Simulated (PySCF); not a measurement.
From one molecule to another.

First species: C6H10.
Atom-mapped SMILES: `[CH:1]#[C:2][C:3]([CH3:4])([CH3:5])[CH3:6]` (hydrogens: H7 on C1; H8, H9, H10 on C4; H11, H12, H13 on C5; H14, H15, H16 on C6)

Second species: C₆H₈.
InChI=1S/C6H8/c1-4-6(3)5-2/h4H,1-2H2,3H3

Levels: CAM-B3LYP/def2-SVPD for dipole moment, HOMO energy, LUMO energy, HOMO–LUMO gap, static isotropic polarisability and electronic spatial extent ⟨r²⟩ about the centre of nuclear charge; TDDFT CAM-B3LYP/def2-SVPD for lowest singlet excitation; PBE0-D3(BJ)/def2-SVP for rotational constant A and rotational constant C. Geometries: PBE0-D3(BJ)/def2-SVP. Each structure is a single optimised conformer of the isolated species, non-relativistic unless stated. Electronic properties by PySCF.

Dipoles, sizes and rotational constants follow the conformer. The torsions of the flexible species, by atom-mapped SMILES:
- `[CH2:1]=[C:2]=[C:3]([CH3:4])[CH:5]=[CH2:6]`: C2–C3–C5–C6 180°

Values for the first species:

| Item | Value |
| --- | --- |
| Dipole moment | 0.69 D |
| HOMO energy | -9.04 eV |
| LUMO energy | 1.28 eV |
| HOMO–LUMO gap | 10.32 eV |
| Lowest singlet excitation | 6.58 eV |
| Static isotropic polarisability | 71.9 au |
| Electronic spatial extent ⟨r²⟩ about the centre of nuclear charge | 627 bohr² |
| Rotational constant A | 4.550 GHz |
| Rotational constant C | 2.686 GHz |

Question: Estimate the same properties for the second species, and the change in each.

Answer: 
| property | first | second | second less first |
| --- | --- | --- | --- |
| dipole moment | 0.69 D | 0.31 D | -0.38 D |
| HOMO energy | -9.04 eV | -7.80 eV | +1.24 eV |
| LUMO energy | 1.28 eV | 0.40 eV | -0.88 eV |
| HOMO–LUMO gap | 10.32 eV | 8.20 eV | -2.12 eV |
| lowest singlet excitation | 6.58 eV | 5.44 eV | -1.14 eV |
| static isotropic polarisability | 71.9 au | 82.1 au | +10.2 au |
| electronic spatial extent ⟨r²⟩ about the centre of nuclear charge | 627 bohr² | 707 bohr² | +80 bohr² |
| rotational constant A | 4.550 GHz | 7.020 GHz | +2.470 GHz |
| rotational constant C | 2.686 GHz | 1.769 GHz | -0.917 GHz |

On the first: No computed singlet falls in the visible range (750 to 380 nm, 1.65 to 3.26 eV); S1 lies 3.32 eV above its blue end. The dipole matches unit charges of opposite sign 0.14 Å apart (1 e·Å = 4.8032 D).

On the second: S1 lies 2.76 eV below the HOMO–LUMO gap. In wavenumbers S1 is 43900 cm⁻¹ (1 eV = 8065.54 cm⁻¹).
